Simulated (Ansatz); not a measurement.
# Si2H5O radical: one species, many methods

One table from this session's results is given with a row withheld; the runs are named, their logs left out.

Computed with Ansatz 0.2.0, Gaussian basis. Level: functionals in def2-TZVPP, the program's frozen cores in correlated methods.

Levels to be run: LDA (SPW92), PBE-D4, revPBE-D4, BLYP-D4, r2SCAN-D4, B97M-V, PBE0-D4, B3LYP-D4, r2SCANh-D4, r2SCAN0-D4, HSE06-D4, BHLYP-D4, CAM-B3LYP-D4, LC-ωPBE, ωB97X-V, ωB97M-V, B2PLYP, PBE-QIDH; CCSD(T)/def2-SVP; CCSD(T)/def2-TZVPP; MP2/def2-QZVPP; extrapolation to the limit; RPA on PBE.

**Structure used throughout**

An earlier PBE0-D4 in a triple-zeta def2 set relaxation fixed the geometry.

SMILES `O[SiH][SiH3]`, 8 atoms, charge 0, spin multiplicity 2.

Atoms are counted from 1 here; the program's logs count them from 0.

Bond lengths: O1–Si2 1.657 Å, O1–H4 0.959 Å, Si2–Si3 2.344 Å, Si2–H5 1.490 Å, Si3–H6 1.488 Å, Si3–H7 1.491 Å, Si3–H8 1.489 Å. Angles: Si2–O1–H4 116.9°, O1–Si2–Si3 114.2°, O1–Si2–H5 104.7°, Si3–Si2–H5 113.1°, Si2–Si3–H6 108.0°, Si2–Si3–H7 114.5°, Si2–Si3–H8 108.6°, H6–Si3–H7 108.9°, H6–Si3–H8 108.7°, H7–Si3–H8 108.0°.

Coordinates:

```csv
atom,x (Å),y (Å),z (Å)
O1,-0.92905,0.93844,-1.71711
Si2,0.09043,1.13397,-0.42499
Si3,0.31421,-0.77417,0.91763
H4,-1.80589,0.59845,-1.53029
H5,1.37871,1.58228,-1.02440
H6,1.18995,-0.42684,2.06905
H7,0.88394,-1.96038,0.21669
H8,-1.03020,-1.14874,1.43762
```

The first run:

in.yaml reads:

```yaml
crystal:
  periodic: [false, false, false]
  atoms:
    - {symbol: O, position_ang: [-0.929050, 0.938435, -1.717111]}
    - {symbol: Si, position_ang: [0.090433, 1.133975, -0.424985]}
    - {symbol: Si, position_ang: [0.314207, -0.774174, 0.917634]}
    - {symbol: H, position_ang: [-1.805889, 0.598446, -1.530295]}
    - {symbol: H, position_ang: [1.378709, 1.582283, -1.024401]}
    - {symbol: H, position_ang: [1.189954, -0.426841, 2.069049]}
    - {symbol: H, position_ang: [0.883938, -1.960383, 0.216692]}
    - {symbol: H, position_ang: [-1.030203, -1.148740, 1.437617]}
basis:
  gaussian: {orbitals: def2-TZVPP}
magnetization: {spin_polarized: true, initial_magnetization: 1}
hamiltonian: {xc: lda}
output: {orbitals: {seedname: orbitals}}
```

Steps of the session up to this table: LDA; PBE-D4 (GGA); revPBE-D4 (GGA); BLYP-D4 (GGA); r2SCAN-D4 (meta-GGA); B97M-V (meta-GGA); PBE0-D4 (hybrid); B3LYP-D4 (hybrid); r2SCANh-D4 (hybrid); r2SCAN0-D4 (hybrid); HSE06-D4 (hybrid); BHLYP-D4 (hybrid); CAM-B3LYP-D4 (range-separated); LC-ωPBE-D4 (range-separated; the results give it without D4); ωB97X-V (range-separated); ωB97M-V (range-separated); B2PLYP (double hybrid); PBE-QIDH (double hybrid).

One table of the session follows, with a row left open; its other results are not shown here.

It belongs to the step «Orbital energies across the functionals». 

| functional | HOMO (eV) | LUMO (eV) | gap (eV) |
| --- | --- | --- | --- |
| LDA (SPW92) | -4.59 | -3.56 | 1.03 |
| PBE-D4 | -4.63 | -3.16 | 1.47 |
| revPBE-D4 | ? | ? | ? |
| BLYP-D4 | -4.42 | -3.17 | 1.25 |
| r2SCAN-D4 | -4.96 | -2.74 | 2.21 |
| B97M-V | -4.75 | -3.33 | 1.42 |
| PBE0-D4 | -5.73 | -2.27 | 3.46 |
| B3LYP-D4 | -5.45 | -2.64 | 2.80 |
| r2SCANh-D4 | -5.36 | -2.44 | 2.92 |
| r2SCAN0-D4 | -5.97 | -2.00 | 3.97 |
| HSE06-D4 | -5.33 | -2.65 | 2.68 |
| BHLYP-D4 | -6.63 | -1.47 | 5.16 |
| CAM-B3LYP-D4 | -6.89 | -1.36 | 5.54 |
| LC-ωPBE | -8.29 | 0.01 | 8.30 |
| ωB97X-V | -7.80 | -0.49 | 7.31 |
| ωB97M-V | -7.44 | -0.66 | 6.78 |

Q: Estimate the row for revPBE-D4 from the others.

As computed: HOMO (eV): -4.61; LUMO (eV): -3.03; gap (eV): 1.57. In the column «HOMO (eV)» it lies between PBE-D4 (-4.63) and LDA (SPW92) (-4.59).
